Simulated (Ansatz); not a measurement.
The input, for Ansatz 0.2.0:

```yaml
crystal:
  periodic: [false, false, false]
  atoms:
    - {symbol: B, position_ang: [0.000000, 0.000000, 0.251900]}
    - {symbol: Al, position_ang: [0.000000, 0.000000, -1.688900]}
    - {symbol: H, position_ang: [0.000000, 0.000000, 1.437000]}
basis:
  gaussian: {orbitals: 6-31G}
magnetization: {spin_polarized: false, initial_magnetization: 3}
correlation: {active_space: {ras: {orbitals: [2, 3, 13], electrons: 7, max_holes: 2, max_particles: 2}, fixed_orbitals: true}}
accuracy: high
output: {forces: true}
```

```sh
$ ansatz run in.yaml --threads 1 --pin off --events-out ev --progress --plain --max-ram 2393MiB
```

Roughly how long does this take on 1 thread of Intel Xeon Platinum 8488C, shared host, and how much host memory?

0.93 s wall and 0.14 GiB.

```
519 factors; integrals over basis functions are off by at most 3.3e-9 eV
mean field evaluation 1: about -7265.2897 eV, gradient 7.7e0 eV
mean field evaluation 2: about -7265.2927 eV, gradient 7.7e0 eV
mean field evaluation 4: about -7266.1548 eV, gradient 1.7e0 eV
mean field evaluation 8: about -7266.2386 eV, gradient 3.2e-1 eV
mean field evaluation 16: about -7266.2411 eV, gradient 1.6e-8 eV
mean field -7266.24113048 eV, -267.0294363100 hartree, gradient 1.6e-8 eV, S^2 3.750000; 2 other end points of the search recorded, 0 dependent functions left out
reference -7266.24113048 eV, -267.0294363100 hartree; 11, 8 occupied and 13, 16 virtual orbitals, 519 factors
state -7268.50129810 eV, -267.1124959380 hartree
the calculation of the forces begins
Total energy: -7268.50129810 eV, -267.1124959380 hartree
Atom 0 at     0.000000     0.000000     0.251900 Å, force     0.000000    -0.000000     0.560879 eV/Å
Atom 1 at     0.000000     0.000000    -1.688900 Å, force    -0.000000     0.000000    -0.790698 eV/Å
Atom 2 at     0.000000     0.000000     1.437000 Å, force    -0.000000     0.000000     0.229819 eV/Å
Dipole moment:     0.000000    -0.000000    -0.281485 e Å
```

Forces (eV/Å):
```
B    0.000  0.000  0.561
Al   0.000  0.000 -0.791
H    0.000  0.000  0.230
```
